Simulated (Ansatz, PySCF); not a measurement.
Species: benzene, C₆H₆, charge 0, multiplicity 1. SMILES: c1ccccc1
Geometry: optimised at B3LYP-D3(BJ)/def2-TZVP (Ansatz, a program for electronic structure).

Harmonic wavenumbers (cm⁻¹) at B3LYP/6-31G* (Ansatz, at its own minimum) and at B3LYP-D3(BJ)/def2-TZVP (PySCF, at the structure above). 6-31G* holds six Cartesian d functions. Modes are numbered in rising order, 30 in all, and paired by that order; shown are modes over 250 cm⁻¹ that lie over 6 % from every other mode at both levels, one of each degenerate set, at most eight drawn at random. The second level is harmonic too, so this factor is not the one that brings values to measured fundamentals.

| mode | B3LYP/6-31G* (x) | B3LYP-D3(BJ)/def2-TZVP (y) |
|---|---|---|
| 1 | 415 | 412 |
| 3 | 622 | 625 |
| 7 | 864 | 862 |
| 21 | 1531 | 1519 |

**Question.** Fit one scale factor, y = λ·x, by least squares, and use it for mode 23, which lies at 1655 cm⁻¹ at B3LYP/6-31G*.

**Answer.** λ = Σxy/Σx² = 3630087/3649566 = 0.9947; the rows scatter about it by 4 cm⁻¹ (root mean square). Prediction for mode 23: 1646 cm⁻¹. It lies outside the range of the table, so the fit extrapolates. The wavenumber at B3LYP-D3(BJ)/def2-TZVP is 1638 cm⁻¹, so the fit misses by +8 cm⁻¹, against +17 cm⁻¹ without it. The fit is meant for this molecule alone.
